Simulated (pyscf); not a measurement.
A first-order saddle from PySCF, ωB97X-D3(BJ)/def2-SVP:

```xyz
8

O      1.1796     0.1198     0.1647
Si    -0.4167    -0.2114     0.2553
F     -0.4500     0.2193     2.0359
F     -1.5453     0.8898    -0.0457
F     -0.5658    -1.1641    -1.0353
H      1.5370     0.6143     0.9105
F     -1.1585    -1.6221     1.2552
H     -0.9748    -0.9366     2.0480
```
Charge 0, spin multiplicity 1.

Surface: singlet, charge 0. Lowest wavenumbers (cm⁻¹): 459i, 76, 200, 329, 369.

Q: Name the species on either side of this saddle.

A: HO–Si(F)(F)–F + hydrogen fluoride (HF) ⇌ HO–Si(F)(F)–F + hydrogen fluoride (HF), a four-centre exchange read from left to right: F–Si, F–H broken and F–Si, F–H formed. At ωB97M-D3(BJ)/def2-TZVP it lies +25.7 kcal/mol from the left side and +25.7 kcal/mol from the right (each side as separated species at their lowest minima found). On the product side the descent ends in a complex, 6.1 kcal/mol under the separated species and 32.3 kcal/mol under the saddle at ωB97X-D3(BJ)/def2-TZVP. The same reactants have a lower exit, to F–Si(F)(F)–F + H₂O (barrier +15.5 kcal/mol at ωB97M-D3(BJ)/def2-TZVP, against +25.7 kcal/mol here). This is the saddle that the search found; another between the same sides may lie lower.
